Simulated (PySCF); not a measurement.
Working with the constants of BP⁺

UHF-CCSD(T) constants of BP⁺, ⁴Σ⁻ (quartet), unpaired electrons σ ↑, π ↑↑ (B def2-TZVPPD, P def2-TZVPPD; no relativity (PySCF 2.14); masses 11.0093 and 30.9738 u):

```
ωe           : 703.9 cm⁻¹
ωexe         : 10.3 cm⁻¹
Be           : 0.59195 cm⁻¹
αe           : 0.00871 cm⁻¹
De to B⁺ + P : 2.09 eV
```

(1) What force constant and bond length do these constants imply?

(2) Estimate the centrifugal constant D from the Kratzer relation and find the Dunham coefficient a1.

Correlated steps freeze 6 core orbitals. For an ion De counts to the pair picked by the measured ionisation energies or electron affinities, which need not be the lowest pair at this level. The state was picked by a PBE0 search and need not be the measured ground state.

Answers

(1) Reduced mass μred = 8.1223 u; k = 5.8918×10⁻⁷·μred·ωe² (u, cm⁻¹, mdyn/Å) = 2.37 mdyn/Å; Re = √(16.8576/(μred·Be)) (u, cm⁻¹, Å) = 1.872 Å.

(2) D = 4Be³/ωe² = 1.67e-06 cm⁻¹; a1 = −1 − αeωe/(6Be²) = -3.92.
